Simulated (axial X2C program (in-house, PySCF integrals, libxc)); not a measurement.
# Which molecule has these constants?

All values come from calculations with an in-house all-electron X2C program for linear molecules (integrals from PySCF), spin-free (one-electron X2C) or two-component (2c: spin–orbit coupling with atomic mean-field Coulomb and Gaunt terms, which also bring small scalar terms), in Dyall basis sets with cores contracted in-house; open shells are unrestricted.

A two-component CCSD(T) calculation in a Dyall 3-zeta basis gave Re = 1.664 Å, ωe = 1688.4 cm⁻¹, De = 2.09 eV, Ω = 0.

Which molecule is it?
A. MgH⁺
B. NaMg⁺
C. LiMg⁺

A. The others have NaMg⁺ 3.234 Å and 151.5 cm⁻¹ (Ω = 0); LiMg⁺ 2.936 Å and 261.5 cm⁻¹ (Ω = 0).

Frozen shells (counts by l): MgH⁺ Mg 2s1p, H none, 2 electrons correlated; NaMg⁺ Mg 2s1p, Na 1s, 10 electrons correlated; LiMg⁺ Mg 2s1p, Li 1s, 2 electrons correlated. Coupled cluster in natural virtuals with an MP2 remainder. Where the outer core of a metal is frozen, bonds come out longer and ionisation energies lower.

Each entry is the lowest single determinant of a limited PBE0 search at one distance. De goes to single-determinant-based atoms at the same level (for ions the charge split of lowest energy) and is withheld (n/a) where an atom does not fit its ground term or J level. Main or longest-lived isotopes.
